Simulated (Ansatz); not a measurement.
2H MoTe2, treated with r²SCAN+SOC (PAW; Ansatz, a first-principles code).

Numerical settings: plane-wave cutoff 560 eV, 12×12×4 k mesh (along the axes of the cell as run), Fermi–Dirac smearing 0.01 eV, PAW data made under PBE.

Properties against volume:

Shape and atoms are relaxed at each volume.

```json
[
 {"V (Å³/atom)": "25.907", "P (GPa)": "1.00", "direct gap at Γ (eV)": "2.644", "smallest gap on the k mesh (eV)": "0.943", "c (Å)": "14.261"},
 {"V (Å³/atom)": "26.447", "P (GPa)": "0.43", "direct gap at Γ (eV)": "2.669", "smallest gap on the k mesh (eV)": "0.983", "c (Å)": "14.479"},
 {"V (Å³/atom)": "26.987", "P (GPa)": "0.01", "direct gap at Γ (eV)": "2.699", "smallest gap on the k mesh (eV)": "0.971", "c (Å)": "14.713"},
 {"V (Å³/atom)": "27.526", "P (GPa)": "-0.29", "direct gap at Γ (eV)": "2.733", "smallest gap on the k mesh (eV)": "0.963", "c (Å)": "14.962"},
 {"V (Å³/atom)": "28.066", "P (GPa)": "-0.47", "direct gap at Γ (eV)": "2.772", "smallest gap on the k mesh (eV)": "0.958", "c (Å)": "15.227"}
]
```

The fundamental gap (0.97 eV at the equilibrium volume, with added k points) lies elsewhere than Γ–Γ.

Measured, for comparison: band gap 1.06 ± 0.01 eV (4 K, zero-point motion not removed, indirect, absorption from ellipsometry, single crystal; as tabulated in Gulo et al. (2023), doi:10.1103/physrevmaterials.7.044001). The measured gap is indirect, the run's direct.

Note: for a layered or molecular solid the relaxed cell lies over 5 % above the published volume, where the minimum can be shallow; the cell comes from a level without a dispersion term, which matters for the spacing of layers, chains or molecules; the bulk modulus comes from volumes at which shape and atoms were relaxed.
